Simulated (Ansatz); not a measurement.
Eight cases of atomisation energy of first-row species (electronic energies, kJ/mol), geometries: B3LYP-D3(BJ)/def2-TZVP. Functionals by Ansatz (a quantum-chemistry and plane-wave program) in def2-TZVPD; columns hold the difference against the high level (Ansatz, AFQMC by cisd_afqmc): A = CCSD(T)/CBS(cc-pVQZ,cc-pV5Z) + [CCSDT(Q) - CCSD(T)]/cc-pVDZ + core + X2C; B = CCSD(T)/CBS(cc-pVQZ,cc-pV5Z) + [CCSDT(Q) - CCSD(T)]/cc-pVQZ + [FCI - CCSDT(Q)]/cc-pVDZ + core + X2C; C = CCSD(T)/CBS(cc-pVTZ,cc-pVQZ) + [CCSDT(Q) - CCSD(T)]/cc-pVDZ + core + X2C. The cases were drawn at random from those of this class that have a high level and all functionals, leaving out states under which another spin lies or may lie. Left out are anions, K, Ca, elements past Kr, ionisation of Li, Na and Mg, pi-pi* triplets of linear molecules and other triplets made from a closed-shell parent. Runs that doubt their state, and full CI more than 15 mEh from coupled cluster, are set aside; a case stays where another high level and all functionals remain. AFQMC serves as high level only in triple zeta or larger, with a steady walk, a bar under 0.8 kcal/mol and agreement with other high levels or trials where they ran; where none ran, an unstable determinant or (outside 3d species) a high T1 diagnostic also bars it, so strongly correlated cases are thinned. No case was kept or dropped by the size of a functional's miss. Each difference is the functional minus the high level; affinities count positive where energy is released, gaps as the second state minus the first. Open shells are spin-unrestricted; no spin-orbit coupling. CBS(X,Y): correlation extrapolated as X^-3, Hartree-Fock from the larger set (Q,5: extrapolated as (X+1)exp(-9√X)). A bracket is a step between two methods taken in the basis named. The functionals are non-relativistic, so their misses hold any scalar relativity. 'core' is core correlation in cc-pwCVTZ, 'X2C' scalar relativity in cc-pVTZ-DK, both at CCSD(T). Full CI freezes restricted core orbitals, also for open shells; the composite that ends in it estimates full CI at the basis-set limit. For partners of very few electrons the exact lower level stands in for a higher one. The UHF reference of BN ([B]=[N], triplet) is spin-contaminated (<S^2> up to 0.05 over the pure value in the sets run).

```json
[
 {"case": "B2F4 (SMILES FB(F)B(F)F)", "level": "A", "value": "2923.0"},
 {"case": "C2H3BO2 (SMILES OB(O)C#C)", "level": "C", "value": "3721.3"},
 {"case": "H4BNO2 (SMILES NB(O)O)", "level": "C", "value": "3310.3"},
 {"case": "BH3 (borane, SMILES B)", "level": "B", "value": "1176.1"},
 {"case": "C3H6O (SMILES C1O[C@H]1C)", "level": "C", "value": "3981.2"},
 {"case": "C3H6 (SMILES C1CC1)", "level": "C", "value": "3575.3"},
 {"case": "BN (SMILES [N]=[B], triplet)", "level": "B", "value": "442.2"},
 {"case": "BF2 (SMILES F[B]F, doublet)", "level": "A", "value": "1240.8"}
]
```

Task: Predict the difference of PBE, CAM-B3LYP, r2SCAN for each case and sum up.

Result: 
```
case                            PBE  CAM-B3LYP  r2SCAN
----------------------------  -----  ---------  ------
B2F4 (SMILES FB(F)B(F)F)       82.9       15.8    21.2
C2H3BO2 (SMILES OB(O)C#C)      88.1      -16.3    -4.5
H4BNO2 (SMILES NB(O)O)         53.0        5.3   -17.0
BH3 (borane, SMILES B)        -12.2       17.1     2.9
C3H6O (SMILES C1O[C@H]1C)      86.5       -5.5     0.9
C3H6 (SMILES C1CC1)            54.7       -1.3    -1.4
BN (SMILES [N]=[B], triplet)   69.3       16.7    30.0
BF2 (SMILES F[B]F, doublet)    53.9       14.0    29.4
```
PBE: mean +59.5, mean absolute 62.6, median absolute 62.0, largest +88.1; CAM-B3LYP: mean +5.7, mean absolute 11.5, median absolute 14.9, largest +17.1; r2SCAN: mean +7.7, mean absolute 13.4, median absolute 10.8, largest +30.0 kJ/mol. PBE lies above in 7 and below in 1 of the eight.
